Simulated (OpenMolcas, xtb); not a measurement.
# C2H5Si (SMILES C=C[SiH2]): methods side by side

C2H5Si: 8 atoms, total charge 0, spin state doublet. SMILES: `C=C[SiH2]`. The shape is that of a PBE0-D4/def2-TZVP optimisation.

```xyz
8

C    -0.4086    0.9302   -0.8779
C    -0.3577    0.3489    0.3266
Si    0.8864   -0.9135    0.8076
H     0.2662    0.6449   -1.6799
H    -1.1290    1.7084   -1.1117
H    -1.0567    0.6892    1.0892
H     1.5315   -1.5441   -0.3751
H     0.3600   -1.9212    1.7654
```

Quantity: the energy change with the C2–Si3 bond stretched from 1.837 to 2.388 Å, in eV. The values are calculated.

```json
{"level": "GFN-FF", "kind": "force field", "program": "xtb", "value (eV)": "1.58"}
{"level": "GFN0-xTB", "kind": "semi-empirical", "program": "xtb", "value (eV)": "1.01"}
{"level": "GFN1-xTB", "kind": "semi-empirical", "program": "xtb", "value (eV)": "1.23"}
{"level": "UHF/aug-cc-pVDZ", "kind": "Hartree–Fock", "program": "OpenMolcas", "value (eV)": "1.42"}
{"level": "USVWN5/aug-cc-pVDZ", "kind": "LDA", "program": "OpenMolcas", "value (eV)": "1.35"}
{"level": "UPBE/aug-cc-pVDZ", "kind": "GGA", "program": "OpenMolcas", "value (eV)": "1.18"}
{"level": "UTPSS/aug-cc-pVDZ", "kind": "meta-GGA", "program": "OpenMolcas", "value (eV)": "1.19"}
{"level": "UM06-2X/aug-cc-pVDZ", "kind": "hybrid meta-GGA", "program": "OpenMolcas", "value (eV)": "1.34"}
```

The first shape isn't each level's own minimum. The values span 1.01 to 1.58 eV. Spin contamination of the reference (⟨S²⟩ at least 0.1 too high) touches UHF/aug-cc-pVDZ.
